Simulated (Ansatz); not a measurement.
Born–Oppenheimer molecular dynamics of Cl$_{2}$H$_{3}$Si (6 atoms, charge 0, multiplicity 2). It starts at the highest image of a converged band, a first-order saddle point between two minima.

These are results of UHF/def2-SVP (Ansatz), not measurements.

```
ensemble                      : NVE (velocity Verlet)
time step                     : 0.5 fs
steps asked                   : 200
starting velocities drawn for : 300 K
seed                          : 8231
```

First frame:

```xyz
6
Properties=species:S:1:pos:R:3
Si 0.008 0.000 -0.009
H -0.020 0.000 1.689
H 1.378 0.000 -0.543
Cl -0.966 1.690 -0.676
Cl -0.966 -1.690 -0.676
H -0.064 0.000 2.690
```

Q: How far do the bonds stretch over the last three quarters of this one trajectory? (Pairs bonded in most of those frames.)

A: 
| bond | mean (Å) | spread (Å) | shortest | longest |
| --- | --- | --- | --- | --- |
| Si1–H2 | 1.479 | 0.083 | 1.36 | 1.59 |
| Si1–H3 | 1.467 | 0.017 | 1.44 | 1.49 |
| Si1–Cl4 | 2.069 | 0.039 | 2.01 | 2.12 |
| Si1–Cl5 | 2.051 | 0.053 | 1.98 | 2.14 |

Mean temperature of the second half: 1425 K. The conserved energy stayed within 0.26 meV per atom of its start (net change 0.039 meV per atom), so the integration is sound. The kinetic energy rose, since the run started high on the potential surface and went downhill. It ends in pieces (Cl2H2Si + H), so much of that is their flight and rotation, not heat. A run of 0.1 ps of so small a system gives no equilibrium averages.

Time of the run: 2.7 min on 1 thread of Arm Neoverse V2 (shared host), peak memory 0.14 GiB.
